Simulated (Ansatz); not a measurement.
Geometry optimisation, RKS PBE-D4/def2-SVP in Ansatz.

Input file:

```yaml
crystal:
  periodic: [false, false, false]
  atoms:
    - { symbol: Si, position_ang: [-0.12924, 0.129631, -0.045015] }
    - { symbol: H, position_ang: [-0.286724, 0.116002, 1.420544] }
    - { symbol: H, position_ang: [1.300741, 0.009683, -0.471437] }
    - { symbol: H, position_ang: [-0.672439, 1.428989, -0.571892] }
    - { symbol: Cl, position_ang: [-1.294522, -1.368795, -0.920532] }
    - { symbol: "N", position_ang: [1.046468, -2.272326, 1.382085] }
    - { symbol: H, position_ang: [0.431504, -2.609954, 0.63392] }
    - { symbol: H, position_ang: [1.886455, -1.87932, 0.944049] }
    - { symbol: H, position_ang: [0.553856, -1.49141, 1.860478] }
basis:
  gaussian: { orbitals: def2-SVP }
hamiltonian:
  xc: pbe
  dispersion: d4
relax:
  f_tol: 0.03
  max_steps: 50
```

Command:

```bash
$ ansatz run input.yaml --threads 1 --pin off --max-ram 2048MiB --backend cpu --events-out ev --progress --plain --runs-dir out
```

**Question.** Where does it end, and by what steps?

**Answer.** It converged. After 4 steps the energy has fallen by 0.131 eV; H9 moved furthest, 0.48 Å.

```csv
step,energy less start (eV),largest force component (eV/Å),accepted
0,0.0000,0.628,yes
1,-0.0988,0.211,yes
2,-0.1192,0.385,yes
3,-0.1282,0.174,yes
4,-0.1306,0.021,yes
```

```xyz
9
Properties=species:S:1:pos:R:3
Si -0.199 0.295 -0.140
H -0.380 0.350 1.347
H 1.249 0.154 -0.503
H -0.750 1.547 -0.757
Cl -1.277 -1.311 -0.921
N 1.151 -2.501 1.423
H 0.435 -2.651 0.700
H 1.890 -1.948 0.971
H 0.717 -1.872 2.112
```

Whether the end is a true minimum wasn't checked by a vibrational analysis.

Run time: 11 s on 1 thread of Arm Neoverse V2 (shared host), peak memory 0.12 GiB.
